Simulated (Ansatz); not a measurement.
**Worked example: C3H7O → C2H4 + CH3O**

Species: C3H7O `[CH2]COC`, doublet; C2H4 (ethylene) `C=C`, singlet; CH3O `C[O]`, doublet. 

Shapes, held fixed at every level: PBE0-D4/def2-TZVP. Flexible molecules stand in one conformer, not always the lowest. Programs: Ansatz 0.2.0. The zero-point and thermal change to 298 K, harmonic and unscaled (PBE0-D4/def2-TZVP), is -11.2 kJ/mol.

At CCSD(T)/CBS estimate; 1 Eh = 2625.50 kJ/mol:

```
species  energy (Eh)
  C3H7O  -193.451681
   C2H4   -78.481111
   CH3O  -114.935170
```

Question: Work out ΔH(298 K) of the reaction at this level.

Answer: 
1. Products less reactants: (-78.481111) + (-114.935170) − [(-193.451681)] = 0.035400 Eh = +92.9 kJ/mol.
2. With the thermal change: +92.9 + (-11.2) = +81.7 kJ/mol.

Other levels give +29.0 (HF/def2-TZVPP) to +104.3 kJ/mol (MP2/def2-TZVPP). No measured value is set beside it here. Open shells run unrestricted. The CBS estimate extrapolates MP2 from def2-TZVPP and def2-QZVPP and adds CCSD(T) − MP2 in the triple-zeta set, cores frozen.
